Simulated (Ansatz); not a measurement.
Two isomers of C4H6F2: A = `C/C(F)=C(/C)F`, B = `FCC1(F)CC1`.

Calculated with Ansatz (gas phase, PBE0-D4/def2-TZVP geometries, no zero-point term in ΔE). CCSD(T)/CBS adds triple-zeta CCSD(T) − MP2 to the extrapolated MP2 energy (def2 sets, frozen cores). Functionals use def2-TZVPP. Each species was taken in one conformer, which may not be the lowest.

(1) Which is lower in electronic energy at CCSD(T)/CBS, and by how much? (Estimate.)

(2) Give E(B) − E(A) in kJ/mol with PBE-D4, MP2/def2-TZVPP, CCSD/def2-TZVPP, HF/def2-TZVPP, PBE0-D4, r2SCAN-D4, B2PLYP. (Estimate.)

Largest T1 diagnostic: 0.011.

Answers

(1) Ansatz gave: A, by 51.6 kJ/mol.

(2) Computed: PBE-D4 56.8, MP2/def2-TZVPP 42.6, CCSD/def2-TZVPP 47.5, HF/def2-TZVPP 51.6, PBE0-D4 46.7, r2SCAN-D4 54.6, B2PLYP 57.4. None reverses the order clearly.

From PBE to PBE0 (25 % exact exchange), in def2-TZVPP and without D4, E(B) − E(A) moves by −10.3 kJ/mol.
